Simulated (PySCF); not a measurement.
Point groups of optimised structures. Method: PySCF 2.14.0, PBE0-D3(BJ)/def2-SVP geometry optimisation, gas phase. The symmetry is that of the one conformer found, every atom within 0.08 Å of its image; none is proved a minimum here.

**Question.** What symmetry has `N=O`?

**Answer.** Cs; near-prolate asymmetric top; symmetry number 1; 2 operations, which sort the 3 atoms into 3 sets; dipole 1.69 D, in the ab plane, which is the mirror.

**Question.** `[CH3:1][CH:2]([CH3:3])[O:4][Ge@H:5]([SiH3:6])[GeH3:7]` with C1–C2–O4–Ge5 66°, C2–O4–Ge5–Si6 159°: symmetry, top, dipole?

**Answer.** C1; asymmetric top; symmetry number 1; this conformer is chiral (no improper operation); dipole 0.87 D; A, B, C = 966.9, 764.9, 493.3 MHz.

**Question.** What symmetry has `FCC#CCF`?

**Answer.** C2; near-prolate asymmetric top; symmetry number 2; 2 operations, which sort the 10 atoms into 5 sets; this conformer is chiral (no improper operation); dipole 1.83 D, along c, the twofold axis; A, B, C = 15973, 1177, 1170 MHz.

**Question.** Point group, rotor type and polarity of `[F:1][C:2]1=[C:3]([F:4])[CH2:5][CH2:6]1`?

**Answer.** C2v; asymmetric top; symmetry number 2; 4 operations, which sort the 10 atoms into 4 sets; dipole 2.05 D, along b, the twofold axis; A, B, C = 4871, 3812, 2199 MHz; heavy atoms equivalent by symmetry: F1/F4, C2/C3, C5/C6.

**Question.** Point group, rotor type and polarity of `[BH3-:1][S@+:2]([CH3:3])[CH2:4][F:5]` with B1–S2–C4–F5 173°?

**Answer.** C1; asymmetric top; symmetry number 1; this conformer is chiral (no improper operation); dipole 3.24 D; A, B, C = 5805, 2768, 2164 MHz.
